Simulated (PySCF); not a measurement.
Compound: C3H6FN2 (charge +1).
Cartesian coordinates in Å at the CAM-B3LYP/def2-SVP level; atoms count from 1:
```
atom  x, y, z in Å
N1     2.274    0.259   -0.350
C2     1.004    0.252   -0.014
F3     0.738    0.972    1.052
C4    -0.034   -0.414   -0.650
C5    -1.369   -0.376   -0.250
N6    -1.917    0.261    0.761
H7     2.944    0.787    0.205
H8     2.608   -0.259   -1.156
H9     0.210   -1.008   -1.530
H10   -2.071   -0.957   -0.857
H11   -1.378    0.837    1.401
H12   -2.916    0.191    0.927
```

Computed with CAM-B3LYP/def2-SVP geometry optimisation, gas phase in PySCF 2.14.0.

Masses are those of the commonest isotopes; rigid-rotor values at the optimised geometry. The values belong to one conformer with, in the numbering `[NH2:1]/[C:2]([F:3])=[CH:4]/[CH:5]=[NH2+:6]`, C2–C4–C5–N6 0°.

Q: Give the principal moments of inertia and the rotational constants in MHz.

A: Ia = 60.79, Ib = 202.00, Ic = 262.79 u·Å²; 505379 MHz·u·Å²/I gives A = 8313, B = 2502, C = 1923 MHz.

Q: Classify the top.

A: An asymmetric top: κ = (2 × 2502 − 8313 − 1923)/(8313 − 1923) = -0.82.

Q: What does the inertial defect say?

A: Planar: Δ = Ic − Ia − Ib = 0.00 u·Å². For a rigid frame Δ = −2 Σ m c², so it vanishes when all atoms lie in the ab plane; here none is more than 0.01 Å from it.

Q: List the rotational levels J(Ka,Kc) to J = 3 (K).

A: Above 0(0,0), as E/k:
J = 1: 1(0,1) 0.212, 1(1,1) 0.491, 1(1,0) 0.519
J = 2: 2(0,2) 0.635, 2(1,2) 0.888, 2(1,1) 0.972, 2(2,1) 1.808, 2(2,0) 1.810
J = 3: 3(0,3) 1.264, 3(1,3) 1.482, 3(1,2) 1.649, 3(2,2) 2.445, 3(2,1) 2.455, 3(3,1) 3.910, 3(3,0) 3.910
The levels of one J sum to (2J + 1)J(J + 1)(A + B + C)/3.

Q: Which lines would a microwave search look for?

A: The dipole components (about the centre of mass, as the species is charged) are |μa| = 0.20 D, |μb| = 1.13 D, |μc| = 0.00 D; the mirror of this Cs structure is the ab plane, so μc vanishes by symmetry (the 0.02 D computed is a residue) and there are no c-type lines. The squared components, which scale the intensities, stand as 0.03 : 1.00 (a : b). Some lines, for components of 0.1 D or more:

| type | branch | J(Ka,Kc) | MHz | lower level (cm⁻¹) |
| --- | --- | --- | --- | --- |
| a | Q | 1(1,0) ← 1(1,1) | 579 | 0.341 |
| a | Q | 2(1,1) ← 2(1,2) | 1736 | 0.617 |
| b | R | 2(0,2) ← 1(1,1) | 2998 | 0.341 |
| a | R | 1(0,1) ← 0(0,0) | 4425 | 0.000 |
| b | Q | 2(1,1) ← 2(0,2) | 7010 | 0.441 |
| a | R | 2(1,2) ← 1(1,1) | 8271 | 0.341 |
| a | R | 2(0,2) ← 1(0,1) | 8809 | 0.148 |
| a | R | 2(1,1) ← 1(1,0) | 9429 | 0.361 |
| b | R | 1(1,1) ← 0(0,0) | 10236 | 0.000 |
| b | R | 2(1,2) ← 1(0,1) | 14082 | 0.148 |
| b | Q | 2(2,0) ← 2(1,1) | 17475 | 0.675 |
| b | Q | 2(2,1) ← 2(1,2) | 19170 | 0.617 |
| b | R | 2(2,1) ← 1(1,0) | 26862 | 0.361 |
| b | R | 2(2,0) ← 1(1,1) | 27482 | 0.341 |

Q: Estimate the classical rotational partition function at 25 K, 298.15 K and 500 K.

A: Point group Cs, symmetry number σ = 1; q = (√π/σ)·√((kT/h)³/(ABC)), k/h = 20836.6 MHz/K: 3330 at 25 K, 137000 at 298.15 K, 298000 at 500 K.

No frequency check. Isolated species at its CAM-B3LYP/def2-SVP geometry (one conformer only). No vibrational averaging or centrifugal distortion is included, and the geometry carries the error of its method. Quadrupole hyperfine structure (14N) is left out.
